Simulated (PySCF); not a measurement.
This PySCF input asks for the spin–spin couplings of `[Li][F]`, FLi; the geometry comes from GFN2-xTB.

```python
import basis_set_exchange as bse
import numpy as np
from pyscf import gto, dft
from pyscf.data import nist
from pyscf.prop import ssc

atoms = """
Li    0.761679   -0.002445   -0.003378
F    -0.758922    0.003713   -0.010770
"""
names = dict.fromkeys(["Li", "F"], "pcJ-1")
basis = {el: gto.basis.parse(bse.get_basis(n, elements=[el], fmt="nwchem")) for el, n in names.items()}
mol = gto.M(atom=atoms, basis=basis, charge=0, verbose=0)
mf = dft.RKS(mol, xc="B3LYP")
mf.grids.level = 2
mf.grids.alignment = dft.numint.BLKSIZE   # the property module wants whole blocks of grid points
mf.conv_tol = 1e-9
mf.kernel()

sc = ssc.RKS(mf)
sc.with_fcsd = True   # Fermi contact and spin-dipole together
sc.max_cycle_cphf = 60
g = {"F": 5.257736, "Li": 2.170951}   # nuclear g factors of 19F, 7Li
sc.nuc_pair = [(i, j) for i in range(mol.natm) for j in range(i + 1, mol.natm)
               if mol.atom_pure_symbol(i) in g and mol.atom_pure_symbol(j) in g]
K = sc.kernel()
unit = nist.HARTREE2J / nist.PLANCK * (0.5 * nist.E_MASS / nist.PROTON_MASS) ** 2
for (i, j), k in zip(sc.nuc_pair, K):
    a, b = mol.atom_pure_symbol(i), mol.atom_pure_symbol(j)
    J = unit * g[a] * g[b] * np.trace(k) / 3
    if abs(J) >= 1:
        print("%s%d %s%d %8.1f Hz" % (a, i, b, j, J))
```

Problem. What are the results?

Solution. 
```
Li0 F1    178.9 Hz
```

These numbers come from an equivalent density-fitted implementation of the same equations, which agrees with the script to about 0.1 Hz, so last digits may differ.

Size and cost of the density-fitted run: 38 basis functions, 0.4 s wall time on 1 thread of an x86-64 server CPU, shared host.
